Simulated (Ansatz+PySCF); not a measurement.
Two shapes of singlet C2H2.

Shape 1:

```xyz
4

C     0.0000    0.0000   -0.4780
C     0.0000    0.0000    0.8219
H     0.0000   -0.9481   -1.0317
H     0.0000    0.9481   -1.0317
```

Shape 2:

```xyz
4

C    -0.0467   -0.0164   -0.4852
C    -0.0416   -0.0157    0.7991
H    -0.0485   -0.9506   -1.0196
H    -0.0062    0.9891   -1.0037
```

Basis set: def2-SVP (spherical functions). Frozen core: 2 orbitals. Charge 0, multiplicity 1.

Computed with Ansatz (development build ahead of 0.2.0); each method stands on the lowest determinant of its kind that the runs found.

(1) Which shape is lower in energy, and by how much in each method?

## Answers

(1)

```
            method  E(2) − E(1) (eV)
       RHF-CCSD(T)             0.059
       UHF-CCSD(T)             0.058
  PBE (restricted)             0.049
PBE (unrestricted)             0.049
ωB97X (restricted)             0.040
```

Shape 1 is lower. Caution for UHF-CCSD(T): the unrestricted determinant is spin contaminated; the determinant breaks the point group.
